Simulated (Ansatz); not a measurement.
Crystal: Mg2O, antifluorite type, 3 atoms in the cell.

Method: PBE, plane waves, PAW datasets (generated soft set 1) in Ansatz.

Cutoff 420 eV; k-mesh 17×17×17 Γ-centred; Fermi–Dirac smearing of 0.0612 eV; no spin polarisation.

The fit to the energies gives V₀ = 14.943 Å³/atom (a₀ = 5.639 Å), B₀ = 57.7 GPa, B₀′ = 3.96.

Task: What pressure does the program print at V = 14.348 Å³/atom, and how far above the lowest computed point (V = 14.946 Å³/atom) does the energy lie?

Result: 2.54 GPa and 4.56 meV/atom. All points:

```csv
V (Å³/atom),a (Å),E − E(min) (meV/atom),P (GPa)
14.049,5.5243,10.66,4.02
14.348,5.5632,4.56,2.54
14.647,5.6016,1.09,1.20
14.946,5.6394,0.00,-0.01
15.245,5.6767,1.06,-1.11
15.544,5.7136,4.06,-2.10
15.842,5.7500,8.84,-3.01
```

The published all-electron PBE values for this crystal (mean of FLEUR and WIEN2k, k-spacing 0.06 Å⁻¹; Bosoni et al., Nat. Rev. Phys. 6, 45 (2024)) are V₀ = 14.954 Å³/atom, B₀ = 58.3 GPa, B₀′ = 3.59. This run's mesh is coarser (spacing 0.11 Å⁻¹), so part of any difference comes from k-sampling.

The stress includes the program's correction for the finite plane-wave basis.

This cubic structure is a model: it isn't the usual form of the substance at ambient conditions, and such phases are metastable or hypothetical.
